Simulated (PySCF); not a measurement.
**Ionisation energy of Be by level of theory**

Be [He] 2s2 (1S) → Be⁺ [He] 2s1 (2S), as a difference of total energies. All numbers are calculated (PySCF 2.14, the spin-free X2C one-electron Hamiltonian (Gaussian nucleus), in x2c-QZVPPall with one added diffuse shell each of s, p type (8s5p2d1f, 40 functions)). Correlated levels: valence: 1s2 frozen; valence and next inner shell: nothing frozen. The calculations carry no spin-orbit coupling.

```csv
method,ionisation energy (eV),error (eV)
UHF,8.044,-1.279
LDA,9.027,-0.296
PBE,8.998,-0.325
PBE0,8.972,-0.351
r2SCAN,8.795,-0.528
BP86,9.113,-0.210
M06-2X,9.053,-0.270
MN15,8.961,-0.362
wB97X,8.865,-0.458
MP2 (valence),8.819,-0.504
SCS-MP2 (valence),8.974,-0.349
MP2 (valence and next inner shell),8.841,-0.482
SCS-MP2 (valence and next inner shell),8.991,-0.332
```

Reference: 9.323 eV (measured; NIST Atomic Spectra Database, ionization energies).

Errors of the correlated levels include the incompleteness of this basis and the frozen core.

MP2 underrates the near-degeneracy of ns² with np² in the lower species.
